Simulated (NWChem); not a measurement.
# One shape, several levels: CH2F2 (difluoromethane)

We compute a comparison of 3 runs (HF/aug-cc-pVDZ, MP2/aug-cc-pVDZ, CCSD/aug-cc-pVDZ) of CH2F2 (difluoromethane). 

Program for the calculation: NWChem 7.3.0.

**1. Starting point**

The species is CH2F2 (5 atoms), meant as a singlet with charge 0. As SMILES, `FCF`. The C2–H5 distance was set to 2.406 Å, away from the relaxed value. At this shape a bond of the SMILES string is far longer than usual.

Bond lengths: F1–C2 1.351 Å, C2–F3 1.351 Å, C2–H4 1.093 Å. Angles: F1–C2–F3 108.6°, F1–C2–H4 108.8°, F3–C2–H4 108.8°.

**2. A single-point energy at HF/aug-cc-pVDZ (run 1)**

Input file run.py:

```python
from ase import Atoms
from ase.calculators.nwchem import NWChem

mol = Atoms(['F', 'C', 'F', 'H', 'H'], positions=[
    [-1.259544, -0.866143, 1.452876],
    [-0.176144, -1.074243, 0.672276],
    [0.904256, -1.236543, 1.467776],
    [-0.328944, -1.990243, 0.095076],
    [0.165300, 0.864200, -0.711100],
])

calc = NWChem(
    label='calc',
    theory='scf',
    memory='2200 mb',
    basis='aug-cc-pVDZ',
    basispar='spherical bse',
    scf={'nopen': '0', 'rhf': None, 'thresh': '1e-08', 'maxiter': '80'},
    task='energy',
)
mol.calc = calc

e = mol.get_potential_energy()
print(f"E = {e:.6f} eV")
print("dipole (e A):", mol.get_dipole_moment().round(4))
```

Started as:

```
$ export ASE_NWCHEM_COMMAND="nwchem PREFIX.nwi > PREFIX.nwo"
$ python run.py
```

Log:

```text
E = -6468.595866 eV
dipole (e A): [-0.0528 -0.3152 -0.1685]
```

The calculator wrote calc.nwi:

```
title "calc"

permanent_dir calc

scratch_dir calc

start calc

geometry units angstrom nocenter noautosym noautoz
  F  -1.2595440000000000e+00 -8.6614300000000000e-01 1.4528760000000001e+00
  C  -1.7614400000000000e-01 -1.0742430000000001e+00 6.7227599999999998e-01
  F  9.0425599999999995e-01 -1.2365429999999999e+00 1.4677760000000000e+00
  H  -3.2894400000000001e-01 -1.9902430000000000e+00 9.5075999999999994e-02
  H  1.6530000000000000e-01 8.6419999999999997e-01 -7.1109999999999995e-01
end

memory 2200 mb

basis spherical bse noprint
   * library aug-cc-pVDZ
end

scf
  nopen 0
  rhf
  thresh 1e-08
  maxiter 80
end

task scf energy
```

calc.nwo:

```text
Northwest Computational Chemistry Package (NWChem) 7.3.0
             --------------------------------------------------------

           Job information
           ---------------

    nwchem branch   = 7.3.0
    use scalapack   = T
    input           = calc.nwi
    prefix          = calc.
    data base       = calc/calc.db
    status          = startup
    nproc           =        1

           Memory information
           ------------------

    heap     =     72089594 doubles =      550.0 Mbytes
    stack    =     72089599 doubles =      550.0 Mbytes
    global   =    144179200 doubles =     1100.0 Mbytes (distinct from heap & stack)
    total    =    288358393 doubles =     2200.0 Mbytes
    verify   = yes
    hardfail = no

[... 123 lines left out ...]
 Convergence threshold     :          1.000E-08
[... 13 lines left out ...]
       Final RHF  results
[... 3 lines left out ...]
      One-electron energy =   -476.836115618519
[... 1 line left out ...]
 Nuclear repulsion energy =     74.049100301835
[... 31 lines left out ...]
                       ROHF Final Molecular Orbital Analysis
[... 264 lines left out ...]
    Atom       Charge   Shell Charges
 -----------   ------   -------------------------------------------------------
    1 F    9     9.45   2.00  0.90  1.06  0.10  3.30  2.03  0.04  0.01  0.02
    2 C    6     4.99   2.01  0.69  0.22  0.01  1.60  0.28  0.05  0.17 -0.05
    3 F    9     9.45   2.00  0.90  1.06  0.10  3.30  2.03  0.04  0.01  0.02
    4 H    1     1.08   0.74  0.27  0.01  0.03  0.03
    5 H    1     1.03   0.43  0.55  0.04  0.00  0.01

       Multipole analysis of the density wrt the origin
       ------------------------------------------------

     L   x y z        total         open         nuclear
     -   - - -        -----         ----         -------
     0   0 0 0     -0.000000      0.000000     26.000000

     1   1 0 0     -0.099789      0.000000     -8.348998
[... 8 lines of this table left out ...]
     2   0 0 2    -14.749009      0.000000    148.604014

 Task  times  cpu:       10.3s     wall:       10.3s
 Total times  cpu:       10.3s     wall:       10.3s
```

Run time: 11 s. Hardware: 1 thread of AMD EPYC 9R45 (Zen 5), shared host; peak memory 0.099 GiB.

**3. A single-point energy at MP2/aug-cc-pVDZ (run 2)**

Input file ch2f2.nw:

```
start ch2f2
memory stack 880 mb heap 220 mb global 1100 mb

geometry units angstrom noautosym nocenter noautoz
 F     -1.259544    -0.866143     1.452876
 C     -0.176144    -1.074243     0.672276
 F      0.904256    -1.236543     1.467776
 H     -0.328944    -1.990243     0.095076
 H      0.165300     0.864200    -0.711100
end

basis spherical bse
 * library aug-cc-pVDZ
end

scf
 thresh 1e-08
 maxiter 80
 print medium
end

mp2
 freeze core 3
 tight
end

task mp2 energy
```

Started as:

```
$ nwchem ch2f2.nw > ch2f2.out
```

Log:

```text
[...]
  functions       =    87
[...]
  wavefunction    = RHF
[...]
         Total SCF energy =   -237.716515436581
      One-electron energy =   -476.836115618484
      Two-electron energy =    165.070499880067
 Nuclear repulsion energy =     74.049100301836
        Time for solution =      9.9s
[...]
          Total MP2 energy          -238.307045731263
[...]
```

It took 12 s on 1 thread of AMD EPYC 9R45 (Zen 5), shared host; peak memory 0.2 GiB.

**4. The energy at CCSD/aug-cc-pVDZ (run 3)**

Input file run.py:

```python
from ase import Atoms
from ase.calculators.nwchem import NWChem

atoms = Atoms(['F', 'C', 'F', 'H', 'H'], positions=[
    [-1.259544, -0.866143, 1.452876],
    [-0.176144, -1.074243, 0.672276],
    [0.904256, -1.236543, 1.467776],
    [-0.328944, -1.990243, 0.095076],
    [0.165300, 0.864200, -0.711100],
])

calc = NWChem(
    label='mol',
    theory='ccsd',
    memory='2200 mb',
    basis='aug-cc-pVDZ',
    basispar='spherical bse',
    scf={'nopen': '0', 'rhf': None, 'thresh': '1e-08', 'maxiter': '80'},
    ccsd={'freeze': 'core 3', 'maxiter': '60'},
    task='energy',
)
atoms.calc = calc

print("Total energy (eV):", round(atoms.get_potential_energy(), 6))
```

Started as:

```
$ export ASE_NWCHEM_COMMAND="nwchem PREFIX.nwi > PREFIX.nwo"
$ python run.py
```

Log:

```text
Total energy (eV): -6485.522531
```

The calculator wrote mol.nwi:

```
title "mol"

permanent_dir mol

scratch_dir mol

start mol

geometry units angstrom nocenter noautosym noautoz
  F  -1.2595440000000000e+00 -8.6614300000000000e-01 1.4528760000000001e+00
  C  -1.7614400000000000e-01 -1.0742430000000001e+00 6.7227599999999998e-01
  F  9.0425599999999995e-01 -1.2365429999999999e+00 1.4677760000000000e+00
  H  -3.2894400000000001e-01 -1.9902430000000000e+00 9.5075999999999994e-02
  H  1.6530000000000000e-01 8.6419999999999997e-01 -7.1109999999999995e-01
end

memory 2200 mb

basis spherical bse noprint
   * library aug-cc-pVDZ
end

scf
  nopen 0
  rhf
  thresh 1e-08
  maxiter 80
end
ccsd
  freeze core 3
  maxiter 60
end

task ccsd energy
```

mol.nwo:

```text
Northwest Computational Chemistry Package (NWChem) 7.3.0
             --------------------------------------------------------

           Job information
           ---------------

    nwchem branch   = 7.3.0
    use scalapack   = T
    input           = mol.nwi
    prefix          = mol.
    data base       = mol/mol.db
    status          = startup
    nproc           =        1

           Memory information
           ------------------

    heap     =     72089594 doubles =      550.0 Mbytes
    stack    =     72089599 doubles =      550.0 Mbytes
    global   =    144179200 doubles =     1100.0 Mbytes (distinct from heap & stack)
    total    =    288358393 doubles =     2200.0 Mbytes
    verify   = yes
    hardfail = no

[... 121 lines left out ...]
         Quadratically convergent ROHF
[... 15 lines left out ...]
       Final RHF  results
[... 4 lines left out ...]
      Two-electron energy =    165.070499880071
[... 32 lines left out ...]
                       ROHF Final Molecular Orbital Analysis
[... 302 lines left out ...]
 Total MP2 energy:           -238.307045731297279
[... 21 lines left out ...]
  Failed reading restart vector from mol/mol.t2
[... 3 lines left out ...]
             energy      energy      error      ampl     ampl      Block
[... 6 lines left out ...]
                  *************converged*************
[... 6 lines left out ...]
 Total CCSD energy:           -238.338558927528254
[... 1 line left out ...]
 --------------------------------
 Spin Component Scaled (SCS) CCSD
 --------------------------------
 Same spin contribution:                 -0.131043146029240
 Same spin scaling factor:                1.130000000000000
 Opposite spin contribution:             -0.491000344886752
 Opposite spin scaling fact.:             1.270000000000000
 SCS-CCSD correlation energy:            -0.771649193019216
 Total SCS-CCSD energy:                -238.488164629631484

 routine      calls  cpu(0)   cpu-min  cpu-ave  cpu-max   i/o
 aoccsd          1     0.01     0.01     0.01     0.01    0.00
 iterdrv         1     0.01     0.01     0.01     0.01    0.00
 pampt          13     0.07     0.07     0.07     0.07    0.00
[... 9 lines of this table left out ...]
 Total                48.38    48.38    48.38    48.38    0.00

 Task  times  cpu:       61.0s     wall:       61.0s
 Total times  cpu:       61.0s     wall:       61.0s
```

Wall time 62 s (1 thread of AMD EPYC 9R45 (Zen 5), shared host); peak memory 0.19 GiB.

**5. The series**

```
run             level  module  frozen core orbitals  energy (Eh)  HOMO energy (eV)  LUMO energy (eV)  HOMO–LUMO gap (eV)  wall time
  1    HF/aug-cc-pVDZ     scf                     –  -237.716515             -9.88             -0.62                9.26       11 s
  2   MP2/aug-cc-pVDZ     mp2                     3  -238.307046             -9.88             -0.62                9.26       12 s
  3  CCSD/aug-cc-pVDZ    ccsd                     3  -238.338559             -9.88             -0.62                9.26       62 s
```

**6. Outcome**

| quantity | value |
| --- | --- |
| run 3: total energy | -238.33856 Eh |
| run 3: HOMO energy (Hartree–Fock orbitals) | -9.88 eV |
| run 3: LUMO energy (Hartree–Fock orbitals) | -0.62 eV |
| run 3: HOMO–LUMO gap (Hartree–Fock orbitals) | 9.26 eV |
| run 3: correlation energy (3 core orbitals frozen) | -622.0 mEh |

**Reading.** Below the HF energy at the same shape and in the same basis (aug-cc-pVDZ): MP2 -590.5 mEh; CCSD -622.0 mEh. In runs 1, 2, 3 a closed-shell determinant meets a far-stretched bond, which it describes badly. All runs together took 86 s, the longest 62 s.
